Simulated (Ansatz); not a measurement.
bcc Fe

Computed with r²SCAN (Ansatz, a first-principles code, plane waves, PAW).

Numerical settings: plane-wave cutoff 500 eV, 36×36×36 k mesh, Fermi–Dirac smearing 0.1 eV, spin-polarised with parallel moments, scalar-relativistic PAW data made under PBE.

Cell (relaxed at this level):

```cif
data_Fe2
_chemical_formula_sum 'Fe2'
_space_group_name_H-M_alt 'Im-3m'
_space_group_IT_number 229
_space_group_name_Hall '-I 4 2 3'
_cell_length_a 2.86710
_cell_length_b 2.86710
_cell_length_c 2.86710
_cell_angle_alpha 90.000
_cell_angle_beta 90.000
_cell_angle_gamma 90.000
loop_
_atom_site_label
_atom_site_type_symbol
_atom_site_symmetry_multiplicity
_atom_site_Wyckoff_symbol
_atom_site_fract_x
_atom_site_fract_y
_atom_site_fract_z
_atom_site_occupancy
Fe1 Fe 2 a 0.00000 0.00000 0.00000 1
```
(The calculation used a cell of 1 atom; values per cell refer to that cell.)

| Item | Value |
|---|---|
| magnetic moment per atom (the cell's total over its atoms) | 2.65 μB |

Moments are spin moments.

It cost around 5 core-minutes (rough) of CPU time.
